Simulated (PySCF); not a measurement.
# Dipole moment and polarisability of `F[C@@H]1S[C@@H]1F`

Compound: C2H2F2S.
Structure used (PBE0-D3(BJ)/def2-SVP), in Å, numbered top down from 1:
```
atom  x, y, z in Å
F1     1.2716   -1.1313   -0.4448
C2     0.3524   -0.5515    0.3398
S3    -1.3901   -0.8298   -0.0345
C4    -0.3399    0.6238   -0.2224
F5     0.0234    0.9913   -1.4589
H6     0.6413   -0.5862    1.3976
H7    -0.5822    1.4912    0.4041
```

Level: PBE0/def2-SVPD (PySCF), static field, nuclei fixed, core orbitals frozen in the response. The polarisability tensor in these axes (au):

```
x   50.23  4.00 -0.54
y    4.00 44.57 -1.60
z   -0.54 -1.60 40.29
```

Question: What are the eigenvalues, a third of the trace, and Δα (Δα² = ½Σ(αi − αj)² over the three pairs)?

Answer: Principal values 39.68, 42.98 and 52.42 au; mean 45.03 au = 6.67 Å³ = 7.42 × 10⁻⁴⁰ C²·m²/J; Δα = 11.45 au (25 % of the mean).

Question: What is the dipole moment, and where does it point?

Answer: (-0.23, 0.96, 2.29) D, 2.49 D in size, pointing from the negative to the positive side. Measured along this direction, the outermost atoms are F1 and F5 at the negative end and H7 and H6 at the positive end.

Question: Refractivity n − 1 of an ideal gas of it at 350 K and 1 atm, from the electronic α?

Answer: N = p/kT = 2.0968 × 10¹⁹ cm⁻³, so n − 1 = 2π × N × 6.67 × 10⁻²⁴ cm³ = 879 × 10⁻⁶ at long wavelengths, for an ideal gas.

Question: Traceless (Buckingham) quadrupole moment about the centre of nuclear charge: eigenvalues?

Answer: -4.36, 0.74, 3.62 D·Å. The values depend on the origin, since the dipole doesn't vanish. The electronic extent ⟨r²⟩ about the same centre is 432 bohr², a root-mean-square distance of 1.59 Å for the 48 electrons.

Question: Rayleigh depolarisation ratio (linearly polarised light, static tensor)?

Answer: ρ = 3Δα²/(45ᾱ² + 4Δα²) = 393.2/(91241 + 524.3) ≈ 0.00429.

Question: Find the Langevin capture rate constant for H3+ (3.023 u) meeting this molecule (95.985 u), k = 2.342 × 10⁻⁹ cm³/s × √(α in Å³ / reduced mass in u).

Answer: The reduced mass is 2.93 u, so k = 3.53 × 10⁻⁹ cm³/s. The formula leaves out the permanent dipole, which adds to the capture rate.

Geometry: PBE0-D3(BJ)/def2-SVP; no solvent, vibrations or thermal averaging.
